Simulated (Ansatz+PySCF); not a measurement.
A calculation with Ansatz (development build ahead of 0.2.0).

```yaml
crystal:
  periodic: [false, false, false]
  atoms:
    - { symbol: C, position_ang: [1.01131, -0.57581, 0.0] }
    - { symbol: C, position_ang: [-0.00656, 0.59624, 0.0] }
    - { symbol: O, position_ang: [-1.26662, 0.00828, 0.0] }
    - { symbol: H, position_ang: [0.1404, 1.21223, 0.89653] }
    - { symbol: H, position_ang: [0.1404, 1.21223, -0.89653] }
    - { symbol: H, position_ang: [2.02592, -0.17165, 0.0] }
    - { symbol: H, position_ang: [0.8759, -1.19438, 0.88807] }
    - { symbol: H, position_ang: [0.8759, -1.19438, -0.88807] }
basis:
  gaussian: { orbitals: cc-pVTZ }
magnetization:
  spin_polarized: true
  initial_magnetization: 1
hamiltonian:
  xc: hf
correlation:
  method: mp2
  frozen_orbitals: { C: 1, H: 0, O: 1 }
output:
  forces: true
```

The input is written out in the form of the current development build from the run's settings.

Results

```json
{
 "Converged": "yes",
 "Reference energy": "-153.51797 hartree",
 "Correlation energy": "-0.54129 hartree",
 "Total energy": "-154.05926 hartree",
 "Spin squared of the determinant": "0.759",
 "Stability test": "minimum",
 "Occupied orbitals by symmetry in an Abelian subgroup (alpha; beta)": "10 A' 3 A''; 9 A' 3 A''"
}
```

Forces (eV/Å):
```tsv
atom	Fx	Fy	Fz
C1	-0.218	0.235	0.000
C2	-0.028	-0.271	0.000
O3	0.404	0.142	0.000
H4	0.009	-0.147	-0.114
H5	0.009	-0.147	0.114
H6	-0.178	-0.020	0.000
H7	0.001	0.104	-0.121
H8	0.001	0.104	0.121
```

Caution: forces differ strongly between restricted and unrestricted references.
